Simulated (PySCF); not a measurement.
A structure optimised at GFN2-xTB (Å):
```
C 
C   1  1.5242
C   2  1.5289  1  110.93
C   2  1.5312  1  109.86  3   123.68
S   4  1.8073  2  112.38  1    62.63
H   1  1.0913  2  111.65  3    66.38
H   1  1.0906  2  110.42  3   -54.89
H   1  1.0889  2  107.86  3  -173.33
H   2  1.0973  1  108.28  3  -119.41
H   3  1.0916  2  110.83  1   -57.43
H   3  1.0903  2  110.19  1    62.53
H   3  1.0899  2  110.71  1  -177.87
H   4  1.1005  2  109.53  1   -58.84
H   4  1.1005  2  109.31  1  -176.60
```
Z-matrix in Å and degrees, rows numbered from 1.

Charge -1, singlet.

**Question.** Read off the bonds between heavy atoms and their formal orders.

**Answer.** C1–C2 (single); C2–C3 (single); C2–C4 (single); C4–S5 (single). Hydrogens: H6, H7, H8 on C1; H9 on C2; H10, H11, H12 on C3; H13, H14 on C4.

**Question.** Give the structure as a SMILES string.

**Answer.** `CC(C)C[S-]`, [C4H9S]-.

**Question.** Name the point group.

**Answer.** C1 (no symmetry element, even within 0.4 Å).

**Question.** Classify the heavy atoms.

**Answer.** C1/C3: methyl carbon; C2: sp3 CH carbon; C4: sp3 carbon bound to sulfur; S5: thiolate sulfur.

**Question.** What is the arrangement about C1?

**Answer.** It has 4 neighbours (C2, H6, H7, H8) and is tetrahedral (angles from 107.9° to 111.6°).

**Question.** What is the arrangement about C4?

**Answer.** It has 4 neighbours (C2, S5, H13, H14) and is tetrahedral (angles from 107.7° to 112.4°).

The numbers are calculated, not measured.
